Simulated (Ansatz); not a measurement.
Isolated molecules relaxed with PBE0-D4/def2-TZVP in Ansatz; ΔE leaves out vibrations. CBS: MP2 limit from def2 TZ/QZ plus the TZ coupled-cluster correction, frozen cores. DFT in def2-TZVPP. One conformer a species, not always the lowest.

`SC1NCO1` → `NCC(O)=S`  (isomerisation)

```json
{"level": "r2SCAN-D4", "ΔE (kcal/mol)": "-32.4"}
{"level": "CCSD(T)/def2-TZVPP", "ΔE (kcal/mol)": "-30.3"}
{"level": "HF/CBS(def2)", "ΔE (kcal/mol)": "-29.8"}
{"level": "MP2/CBS(def2)", "ΔE (kcal/mol)": "-32.6"}
```

(1) What does CCSD(T)/CBS give? (An estimate is asked.)

Largest T1 diagnostic among the species: 0.016.

## Answers

(1) Ansatz gave: -31.0 kcal/mol. The listed levels differ from it by -1.4, 0.7, 1.2, -1.6 kcal/mol.

From PBE to PBE0 (25 % exact exchange), in def2-TZVPP and without D4, ΔE moves by +1.6 kcal/mol.
